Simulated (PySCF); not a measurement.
# Identify the compound

An unknown has the formula C₅H₁₀. Its calculated NMR data are:

¹H NMR (300 MHz, computed): δ 5.38 (m, 1H), 1.72 (m, 3H), 1.70 (m, 3H), 1.65 (quint, J = 1.6 Hz, 3H).

¹³C{¹H} NMR (computed): δ 138.6 (C), 128.0 (CH), 28.3 (CH3), 18.1 (CH3), 16.2 (CH3).

Rapidly exchanging positions averaged, one computed conformer, no solvent model, no relativistic terms. σ from GIAO-PBE0/pcSseg-1; structure optimised with PBE0-D3(BJ)/def2-SVP; B3LYP/pcJ-1 coupling constants (without the spin–dipole term); PySCF 2.14.0 with density-fitted response routines.

Scale: TMS for ¹H and ¹³C (reference shieldings calculated alike).

Problem. Choose the structure that fits.
A. CC1(C)CC1
B. C=C(C)CC
C. C/C=C\CC
D. CC=C(C)C
E. C/C=C/CC
F. C=CCCC

Solution. D. 

- Rings plus π bonds: 1 (no ring in the answer).
- 5 carbon signals for 5 carbons: no two carbons are equivalent.
- Carbon types of the structure: 1 × C, 1 × CH, 3 × CH3, which accounts for all hydrogens.
- δC 138.6: fully substituted alkene carbon; as expected for a trigonal carbon in a double bond.
- δC 128.0: alkene CH; an sp2 carbon of a C=C bond.
- δC 28.3, 18.1, 16.2: allylic methyl carbon; aliphatic region, no heteroatom directly attached.
- δH 5.38: hydrogen on an alkene CH; attached to an sp2 carbon and in the plane of the double bond.
- δH 1.72, 1.70, 1.65: hydrogen on an allylic methyl carbon; allylic position.

The others: C=C(C)CC would give 5 signals for carbon-bound and other non-exchanging H, not 4; C=CCCC would give 6 signals for carbon-bound and other non-exchanging H, not 4; CC1(C)CC1 would give 3 carbon signals, not 5; C/C=C/CC would give 5 signals for carbon-bound and other non-exchanging H, not 4; C/C=C\CC would give 5 signals for carbon-bound and other non-exchanging H, not 4.

Multiplet labels drop couplings under 1 Hz and merge nearly equal ones. Unscaled 3J(H,H) at this level run about 10 % above measured values. Shifts are as computed. Against solution values, carbons near 30 ppm lie about +2 ppm off and those near 130 ppm about +5 ppm. Of 1211 compounds with measured shifts, 218 miss one by over three times the rms of a fit or turn the order of signals round; such compounds aren't used in these exercises.
